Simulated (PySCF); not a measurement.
# BH7N2: the cost of one run

Programs: PySCF 2.14.0, with density-fitted response routines of our own. Each step states its level of theory. These are calculated values for one molecule in the gas phase, unless marked as measured. Atoms are numbered from 0 throughout.

## 1. The starting structure

10 atoms, charge 0, multiplicity 1; geometry from: GFN2-xTB. The atoms were then displaced at random by about 0.01 Å, so the start is not that level's minimum.

Bonds of the start (Å): N0–B1 1.40, B1–N2 2.05, N0–H3 0.98, N0–H4 1.00, B1–H5 1.18, B1–H6 1.18, N2–H7 1.00, N2–H8 1.03, N2–H9 1.02.

## 2. Geometry optimisation at PBE0-D3(BJ)/def2-SVP

What the job is given:

```
{"job": {"xc": "PBE0", "basis": "def2-SVP", "d3": "d3bj", "grid": 1, "shake": 0.01, "kind": "geom"}, "charge": 0, "multiplicity": 1}
N     -1.445210    -0.150700    -0.183340
B     -0.349560     0.689470    -0.428660
N      1.210540    -0.362240     0.387760
H     -1.696320    -0.886380    -0.787950
H     -1.989810    -0.118290     0.660310
H      0.084370     0.708070    -1.525310
H     -0.208780     1.640230     0.262340
H      1.330410    -1.246610    -0.074070
H      1.053990    -0.484810     1.401490
H      2.060800     0.190340     0.266380
```

Run with:

```sh
> OMP_NUM_THREADS=1 python probes_run.py task.json out
```

One launch serves the whole session: the jobs run in the order shown.

**Question.** How long does this first job take on 1 thread of Arm Neoverse V2, shared host, and how much memory does it need?

About 27 s, with a peak of 0.33 GiB.
